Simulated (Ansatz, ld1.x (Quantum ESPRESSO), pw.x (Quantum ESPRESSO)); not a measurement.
pw.x on fcc Al: one setting changed

Potential: norm-conserving Troullier–Martins (Kleinman–Bylander form), ld1.x (Quantum ESPRESSO) 7.5, PBE; core [Ne], reference 3s2 3p1; waves: 3s (bound): rc 1.95 bohr; 3p (bound): rc 1.85 bohr; 3d channel at -0.2 Ry: rc 2.10 bohr; local part: the d channel; core correction: none.

The reference run (k-mesh 14³, cutoffs 40/160 Ry, Fermi–Dirac 0.01 Ry, mixing_beta 0.4, conv_thr 1e-9, no spin) gives 0.22 GPa at 16.527 Å³/atom, where all-electron LAPW gives -0.17 GPa. This run, with its own iteration cap, changes k-mesh points per axis to 20.

```
&control
  calculation='scf', prefix='x', pseudo_dir='./', outdir='./tmp', tstress=.true., disk_io='none'
/
&system
  ibrav=0, nat=1, ntyp=1, ecutwfc=40, ecutrho=160, nbnd=8,
  occupations='smearing', smearing='fd', degauss=0.01
/
&electrons
  conv_thr=1e-09, mixing_beta=0.4, electron_maxstep=70
/
ATOMIC_SPECIES
Al 1.0 Al.UPF
CELL_PARAMETERS angstrom
  0.00000000 2.02172157 2.02172157
  2.02172157 0.00000000 2.02172157
  2.02172157 2.02172157 0.00000000
ATOMIC_POSITIONS crystal
Al 0.0000 0.0000 0.0000
K_POINTS automatic
20 20 20 0 0 0
```

```bash
pw.x < Al.scf.in > Al.scf.out
```

Task: How does the run end?

Result: It converges in 7 iterations; the free energy moves by -5.3 meV/atom and the pressure by +0.07 GPa.

```
Message from routine setup:
     using ibrav=0 with symmetry is DISCOURAGED, use correct ibrav instead
     lattice parameter (alat)  =       5.4030  a.u.
     unit-cell volume          =     111.5297 (a.u.)^3
     number of electrons       =         3.00
     number of Kohn-Sham states=            8
     kinetic-energy cutoff     =      40.0000  Ry
     charge density cutoff     =     160.0000  Ry
     scf convergence threshold =      1.0E-09
     Exchange-correlation= PBE
     number of k points=   256  Fermi-Dirac smearing, width (Ry)=  0.0100
     iteration #  1     ecut=    40.00 Ry     beta= 0.40
     total energy              =      -4.14958199 Ry
     estimated scf accuracy    <       0.00575826 Ry
     iteration #  2     ecut=    40.00 Ry     beta= 0.40
     total energy              =      -4.14956026 Ry
     estimated scf accuracy    <       0.00198795 Ry
     iteration #  3     ecut=    40.00 Ry     beta= 0.40
     total energy              =      -4.14960042 Ry
     estimated scf accuracy    <       0.00000256 Ry
     iteration #  4     ecut=    40.00 Ry     beta= 0.40
     total energy              =      -4.14960281 Ry
     estimated scf accuracy    <       0.00000035 Ry
     iteration #  5     ecut=    40.00 Ry     beta= 0.40
     total energy              =      -4.14960293 Ry
     estimated scf accuracy    <          7.8E-09 Ry
     iteration #  6     ecut=    40.00 Ry     beta= 0.40
     total energy              =      -4.14960294 Ry
     estimated scf accuracy    <          2.2E-09 Ry
     iteration #  7     ecut=    40.00 Ry     beta= 0.40
     the Fermi energy is     7.9604 ev
!    total energy              =      -4.14960294 Ry
     estimated scf accuracy    <          1.8E-11 Ry
     smearing contrib. (-TS)   =      -0.00183904 Ry
     The total energy is F=E-TS. E is the sum of the following terms:
     one-electron contribution =       2.84892222 Ry
     hartree contribution      =       0.00759454 Ry
     xc contribution           =      -1.60397201 Ry
     ewald contribution        =      -5.40030864 Ry
     convergence has been achieved in   7 iterations
          total   stress  (Ry/bohr**3)                   (kbar)     P=        2.93
     Message from routine punch:
     Nothing written, as per user request (disk_io='none')
```

The run took about 13 s on one core of a shared host (Neoverse-V1, 32 threads, 247 GiB, load 25).
